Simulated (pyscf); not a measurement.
Elementary routes open to H₂N–Si(OH)(Cl)–Cl + hydrogen chloride (HCl) in the gas phase (singlet surface):
A. H₂N–Si(Cl)(Cl)–Cl + water (H₂O) (O–Si, Cl–H broken; Cl–Si, H–O formed)
B. HO–Si(Cl)(Cl)–Cl + ammonia (NH₃) (N–Si, Cl–H broken; Cl–Si, H–N formed)

Optimised with ωB97X-D3(BJ)/def2-SVP in PySCF.

Q: Rank the routes by free-energy barrier at 298 K, lowest first, for ωB97M-D3(BJ)/def2-TZVP energies (ideal gas, 1 atm, RRHO with modes under 100 cm⁻¹ raised to 100, one conformer, R ln 2 for rigid chiral ones).

A: B (22.9 kcal/mol), A (28.8 kcal/mol)

Route B is the fastest of these, ahead of the next by 5.9 kcal/mol. The most stable products are those of B (ΔG = -4.2 kcal/mol), so kinetics and thermodynamics agree. At 1200 K B is still the fastest. A: On the reactant side the descent ends in a complex, 6.3 kcal/mol under the separated species and 22.1 kcal/mol under the saddle at ωB97X-D3(BJ)/def2-TZVP. On the product side the descent ends in an adduct with a O–Si contact, 8.1 kcal/mol over the separated species and 5.7 kcal/mol under the saddle at ωB97X-D3(BJ)/def2-TZVP. B: On the reactant side the descent ends in a complex, 5.7 kcal/mol under the separated species and 15.5 kcal/mol under the saddle at ωB97X-D3(BJ)/def2-TZVP. On the product side the descent ends in an adduct with a N–Si contact (not fully relaxed), 3.8 kcal/mol over the separated species and 13.2 kcal/mol under the saddle at ωB97X-D3(BJ)/def2-TZVP. Only these routes are compared; each barrier is that of the saddle found, and lower ones may exist.
